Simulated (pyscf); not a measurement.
Structures and frequencies: ωB97X-D3(BJ)/def2-SVP in PySCF. MP2 and CC: frozen core, UHF for open shells. ΔMP2 is the change of the MP2 total energy from the triple- to the quadruple-zeta basis.

Problem. Estimate the classical barrier height and the reaction energy of NH₃ + HO–InH₂ → H₂N–InH₂ + H₂O at CCSD(T)/def2-TZVPP + ΔMP2(QZVPP). The step runs on the singlet surface, breaks H–N, In–O and forms In–N, H–O; take the separated reactants as zero.

Solution. ΔE‡ = -0.27 eV, ΔE = +0.19 eV. Zero-point energy shifts the barrier by +0.01 eV. It is a four-centre exchange, with an imaginary mode of 970i cm⁻¹. On the reactant side the descent ends in an adduct with a In–N contact, 0.97 eV under the separated species and 0.62 eV under the saddle at ωB97X-D3(BJ)/def2-TZVP. On the product side the descent ends in an adduct with a In–O contact, 0.70 eV under the separated species and 0.13 eV under the saddle at ωB97X-D3(BJ)/def2-TZVP. At CCSD(T) the saddle lies under the separated reactants, which points to a path from their complex (located at ωB97X-D3(BJ) alone). At CCSD(T) the saddle lies under the separated products, which points to a path from their complex (located at ωB97X-D3(BJ) alone), and parting the products costs more than the saddle. What is counted as formed (In–N) is already present as a longer contact in the reactant adduct; forming that adduct is a step of its own. What is counted as broken (In–O) persists as a longer contact in the product adduct; parting that adduct is a step of its own. One saddle was located; it need not be the lowest between these sides. The CCSD(T) − MP2 part came from Ansatz, without density fitting, on the same reference. The frozen core leaves the outer d or s,p core shells of the metals and heavy elements correlated in the MP2 and CC values, and def2-TZVPP describes them poorly, which can shift differences by a few kcal/mol. Elements past Kr carry the def2 core potentials, without spin-orbit coupling.
